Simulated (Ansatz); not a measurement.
Cost and result for the atomization energy of C$_{3}$H$_{4}$OS, SMILES `C#CC(O)S` (9 atoms, 8 bonds).

```xyz
9

C     0.181   -1.167   -1.580
C     0.151   -0.665   -0.490
C     0.062   -0.032    0.816
O    -1.255    0.129    1.253
S     1.052    1.515    0.825
H     0.219   -1.622   -2.541
H     0.547   -0.658    1.568
H    -1.734    0.640    0.592
H     0.778    1.860   -0.443
```

Charge 0, multiplicity 1. The geometry is a stationary point of PBE0-D4/def2-TZVP. It is one conformer, not always the lowest. Program: Ansatz. All runs use 2 threads of an Arm Neoverse V1 on a shared host. Times are those of one run each, without the atoms' runs, and a repeat can differ threefold. Electronic energies, without spin–orbit coupling; frozen cores. CCSD(T)/CBS adds CCSD(T) − MP2 in def2-TZVPP to the MP2 limit, and its time is that of the two runs behind it. T1 = 0.012. B3LYP takes the VWN-RPA correlation (the form of Gaussian; ORCA's B3LYP/G). HSE06 is the plane-wave form, built on full-range PBE exchange.

CCSD(T)/CBS is a level of theory with its own doubt, some kJ/mol a heavy atom from the limit and from the frozen cores, so smaller differences don't rank the functionals.

```
                             level  functions  wall time  atomization (kJ/mol)  difference from CCSD(T)/CBS  per bond
              revPBE-D4/def2-TZVPP        222      2.7 s                3608.9                         27.1       3.4
               HSE06-D4/def2-TZVPP        222      4.2 s                3614.4                         32.6       4.1
                  CCSD(T)/def2-SVP         94        5 s                3379.5                       -202.3     -25.3
 B3LYP-D4/def2-TZVPP (with forces)        222        6 s                3575.1                         -6.7      -0.8
r2SCAN-D4/def2-TZVPP (with forces)        222      6.5 s                3596.3                         14.5       1.8
             r2SCANh-D4/def2-TZVPP        222        7 s                3561.5                        -20.3      -2.5
               PBE-QIDH/def2-TZVPP        222      7.5 s                3565.5                        -16.3      -2.0
                 B2PLYP/def2-TZVPP        222        8 s                3545.2                        -36.6      -4.6
                ωB97X-V/def2-TZVPP        222       11 s                3580.9                         -0.9      -0.1
  ωB97M-V/def2-TZVPP (with forces)        222       15 s                3599.4                         17.6       2.2
                    MP2/def2-QZVPP        418       28 s                3645.9                         64.1       8.0
                CCSD(T)/def2-TZVPP        222    2.3 min                3475.5                       -106.3     -13.3
                 CCSD(T)/CBS(def2)          –    2.7 min                3581.8                          0.0       0.0
```

In def2-TZVPP, CCSD(T) changes the Hartree–Fock value by +1017.0 kJ/mol (the triples alone add +77.9 kJ/mol) and MP2 by +1125.1 kJ/mol; breaking electron pairs costs correlation energy, which Hartree–Fock lacks. At CCSD(T), def2-SVP lies −202.3 kJ/mol from the extrapolated value and def2-TZVPP −106.3 kJ/mol: correlation converges slowly with the basis, and small sets miss more of it in the bonded molecule than in its fragments. From BLYP to BHLYP (50 % exact exchange), in def2-TZVPP and without D4, the atomization energy moves by −161.0 kJ/mol: exact exchange takes away binding that semilocal exchange gives to molecules.
